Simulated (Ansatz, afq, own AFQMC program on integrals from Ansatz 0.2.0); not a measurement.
AFQMC on a folder of integrals that Ansatz 0.2.0 wrote.

```yaml
crystal:
  periodic: [false, false, false]
  atoms:
    - {symbol: Si, position_ang: [0.000000, -0.050740, 0.000000]}
    - {symbol: H, position_ang: [0.000000, 0.706913, -1.278374]}
    - {symbol: H, position_ang: [0.000000, 0.706912, 1.278374]}
basis:
  gaussian: {orbitals: cc-pVDZ}
magnetization: {spin_polarized: true, initial_magnetization: 2}
correlation: {method: ccsd_t, electrons: outside_noble_gas, hamiltonian_folder: ham}
```

```sh
$ ansatz run in.yaml --threads 1 --pin off --events-out ev --progress --plain --max-ram 24576MiB --backend cuda --devices 0, --max-vram 18GiB
```

afq runs on the folder ham with

```
--method phaseless --trial hf --walkers 4000 --populations 20 --least-time 40 --time-step 0.005 --steps-per-block 20 --equilibration-blocks 112 --max-blocks 4000 --target-error 0.0007499999999999999 --factor-cut 1e-05 --start spin_pure --seed 2830 --taylor-order 6
```

Times are imaginary, in 1/Eh. The walk had a cap of 49 s. With eight or more populations the least sampling time is a fifth of least-time, and the error comes from their spread.

afq prints:

```
orbitals 23  electrons 4 2  factors 160 of 271
reference energy -290.01152088 Eh
CCSD correlation -0.09440522 Eh in 9 cycles, weight of the determinant in the CISD state 0.9381
energy of the start -290.011577 Eh
 block  time / (1/Eh)  mean weight  energy / Eh
     1     0.100  1.0002  -290.027195
     2     0.200  1.0006  -290.039737
     3     0.300  1.0004  -290.049925
     4     0.400  1.0006  -290.058044
     5     0.500  1.0004  -290.064610
     8     0.800  1.0003  -290.080783
    13     1.300  1.0001  -290.094310
    25     2.500  1.0000  -290.105045
    37     3.700  1.0000  -290.107392
    49     4.900  0.9998  -290.107521
    61     6.100  0.9998  -290.109685
    73     7.300  1.0001  -290.112644
    77     7.700  0.9998  -290.112694
    85     8.500  1.0001  -290.108861
    97     9.700  1.0001  -290.109085
   109    10.900  0.9998  -290.109212
   121    12.100  1.0002  -290.109875
   133    13.300  1.0001  -290.108944
   145    14.500  1.0002  -290.110242
   157    15.700  0.9997  -290.109449
   169    16.900  1.0001  -290.108478
   181    18.100  1.0002  -290.109930
   189    18.900  1.0000  -290.108877
error from the spread of 20 populations
energy -290.109232 +/- 0.000489 Eh
(rows thinned)
```

The run passed its tests (sampling time, drift between the halves within three errors, error under three times the target), which doesn't prove that it has relaxed.

Against this walk (error 13.3 meV) on the same determinant: CCSD(T) 39.7 meV higher, CCSDT(Q) 22.5 meV higher (within the noise), CCSDTQ 22.3 meV higher (within the noise), full CI 22.3 meV higher (within the noise), a separate phaseless walk with a CISD trial and standard settings 25.1 ± 13.3 meV higher (within the noise). The error is statistical and leaves out the bias of the constraint.

Cautions: constraint bias not in the error; lower spins were not checked.

The walk took 21 s on 1 × NVIDIA H100 80GB HBM3 with 2 threads of AMD EPYC 7R13 Processor (Zen 3), on a shared host (the card was shared). The log's last line is the phaseless energy.

CCSDT and higher add their correlation energy to the determinant of the CCSD(T) run, since their own runs factorise the integrals more tightly (a shift of under 2 meV). A walk keeps the symmetry of its determinant, which the program's search chose and which needn't be the lowest solution, so a lower state of the same spin and another symmetry isn't excluded.
